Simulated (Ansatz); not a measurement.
Molecule: CH$_{3}$O$_{2}$, charge 1, multiplicity 1. It need not be the lowest isomer of its formula. 
Coordinates optimised at B3LYP-D3(BJ)/def2-TZVP (Ansatz, an electronic-structure program):
```xyz
6

O     -1.0530    -0.4395    -0.1143
C     -0.1186     0.4143    -0.0448
O      1.1188     0.2095     0.1392
H     -0.8259    -1.3865    -0.0179
H     -0.4163     1.4547    -0.1573
H      1.4268    -0.7134     0.2450
```
Charge +1, spin multiplicity 1.

Basis-set convergence of Hartree-Fock and CCSD(T) correlation energies (hartree) with Ansatz. Correlated levels leave the core frozen unless marked. No spin-orbit coupling. No relativistic terms.

```json
[
 {"basis": "cc-pVDZ", "functions": "-", "E(HF)": "-189.08065", "E(corr, CCSD(T))": "-0.52340"},
 {"basis": "cc-pVTZ", "functions": "132", "E(HF)": "?", "E(corr, CCSD(T))": "?"}
]
```

Problem. Fill in the missing entries.

Solution. 
- cc-pVTZ, E(HF): -189.14072
- cc-pVTZ, E(corr, CCSD(T)): -0.65236
